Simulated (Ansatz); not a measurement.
# C3H4O2S: one species, many methods

An exercise on one series of results from a longer session: the logs are not shown, and one member is left open.

Computed with Ansatz 0.2.0, Gaussian basis. Level: functionals in def2-TZVPP, the program's frozen cores in correlated methods.

Plan: LDA (SPW92), PBE-D4, revPBE-D4, BLYP-D4, r2SCAN-D4, B97M-V, PBE0-D4, B3LYP-D4, r2SCANh-D4, r2SCAN0-D4, HSE06-D4, BHLYP-D4, CAM-B3LYP-D4, LC-ωPBE, ωB97X-V, ωB97M-V, B2PLYP, PBE-QIDH; CCSD(T)/def2-SVP; CCSD(T)/def2-TZVPP; MP2/def2-QZVPP; extrapolation to the limit; RPA on PBE.

### The relaxed structure

All runs share one geometry, relaxed beforehand with PBE0-D4 in a triple-zeta def2 set.

SMILES `O=S1(=O)C=CC1`, 10 atoms, charge 0, spin multiplicity 1.

Atoms are counted from 1 here; the program's logs count them from 0.

Bond lengths: O1–S2 1.433 Å, S2–O3 1.433 Å, S2–C4 1.769 Å, S2–C6 1.821 Å, C4–C5 1.331 Å, C4–H7 1.080 Å, C5–C6 1.508 Å, C5–H8 1.083 Å, C6–H9 1.091 Å, C6–H10 1.091 Å. Angles: O1–S2–O3 119.6°, O1–S2–C4 113.4°, O1–S2–C6 112.8°, O3–S2–C4 113.4°, O3–S2–C6 112.8°, C4–S2–C6 77.3°, S2–C4–C5 93.0°, S2–C4–H7 132.1°, C5–C4–H7 134.8°, C4–C5–C6 104.2°, C4–C5–H8 129.1°, C6–C5–H8 126.7°, S2–C6–C5 85.4°, S2–C6–H9 113.0°, S2–C6–H10 113.0°, C5–C6–H9 115.9°, C5–C6–H10 115.9°, H9–C6–H10 111.3°.

As a file:

```xyz
10
charge 0, multiplicity 1
O    -0.8933   -1.4149    1.4823
S     0.1372   -0.9677    0.5928
O     1.3972   -1.6497    0.5687
C    -0.4605   -0.5395   -1.0160
C    -0.2511    0.7614   -0.8253
C     0.3139    0.8447    0.5698
H    -0.8460   -1.1379   -1.8284
H    -0.4349    1.5889   -1.4990
H    -0.3141    1.3427    1.3097
H     1.3516    1.1720    0.6453
```

Set-up of the first run:

Contents of in.yaml:

```yaml
crystal:
  periodic: [false, false, false]
  atoms:
    - {symbol: O, position_ang: [-0.893327, -1.414923, 1.482313]}
    - {symbol: S, position_ang: [0.137242, -0.967698, 0.592816]}
    - {symbol: O, position_ang: [1.397226, -1.649722, 0.568668]}
    - {symbol: C, position_ang: [-0.460537, -0.539454, -1.015952]}
    - {symbol: C, position_ang: [-0.251117, 0.761391, -0.825330]}
    - {symbol: C, position_ang: [0.313874, 0.844722, 0.569841]}
    - {symbol: H, position_ang: [-0.845972, -1.137932, -1.828435]}
    - {symbol: H, position_ang: [-0.434913, 1.588943, -1.498970]}
    - {symbol: H, position_ang: [-0.314082, 1.342706, 1.309697]}
    - {symbol: H, position_ang: [1.351616, 1.171967, 0.645350]}
basis:
  gaussian: {orbitals: def2-TZVPP}
hamiltonian: {xc: lda}
output: {orbitals: {seedname: orbitals}}
```

Run with:

```console
$ ansatz run in.yaml --threads 4 --pin off --events-out ev --progress --plain --max-ram 10444MiB
```

Among the steps run: LDA; PBE-D4 (GGA); revPBE-D4 (GGA); BLYP-D4 (GGA); r2SCAN-D4 (meta-GGA); B97M-V (meta-GGA); B3LYP-D4 (hybrid); r2SCANh-D4 (hybrid); r2SCAN0-D4 (hybrid); HSE06-D4 (hybrid); BHLYP-D4 (hybrid); CAM-B3LYP-D4 (range-separated); LC-ωPBE (range-separated); ωB97X-V (range-separated); ωB97M-V (range-separated); B2PLYP (double hybrid); PBE-QIDH (double hybrid).

One table of the session follows, with a row left open; its other results are not shown here.

It belongs to the step «Frontier levels by functional». 

| functional | HOMO (eV) | gap (eV) |
| --- | --- | --- |
| LDA (SPW92) | -7.28 | 4.86 |
| PBE-D4 | ? | ? |
| revPBE-D4 | -6.98 | 4.91 |
| BLYP-D4 | -6.92 | 4.88 |
| r2SCAN-D4 | -7.34 | 5.36 |
| B97M-V | -7.37 | 5.49 |
| PBE0-D4 | -8.44 | 7.25 |
| B3LYP-D4 | -8.19 | 6.76 |
| r2SCANh-D4 | -7.86 | 6.24 |
| r2SCAN0-D4 | -8.63 | 7.55 |
| HSE06-D4 | -8.04 | 6.47 |
| BHLYP-D4 | -9.65 | 9.55 |
| CAM-B3LYP-D4 | -9.81 | 9.77 |
| LC-ωPBE | -11.18 | 12.34 |
| ωB97X-V | -10.79 | 11.88 |
| ωB97M-V | -10.71 | 11.68 |

**Question.** Estimate the row for PBE-D4.

**Answer.** HOMO (eV): -7.06; gap (eV): 4.89. In the column «HOMO (eV)» it lies between LDA (SPW92) (-7.28) and revPBE-D4 (-6.98).
